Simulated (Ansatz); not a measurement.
Zinc-blende HgTe

These are r²SCAN in Ansatz (plane waves, PAW) values and carry that method's errors.

Settings: plane-wave cutoff 500 eV, 8×10×1 k mesh (along the axes of the cell as run), Fermi–Dirac smearing 0.05 eV, scalar-relativistic PAW data made under PBE.

Cell: relaxed at this level.

- surface energy of the (110) face: 0.15 J/m²
- work function of the (110) face: 4.86 eV

The slab of 16 atoms is relaxed and unreconstructed.

Spin–orbit coupling is not included; it can shift volumes and moduli of such heavy elements.

Computed values are for the static lattice.

The result took roughly 4 core-hours.

Ansatz is a program for electronic structure.
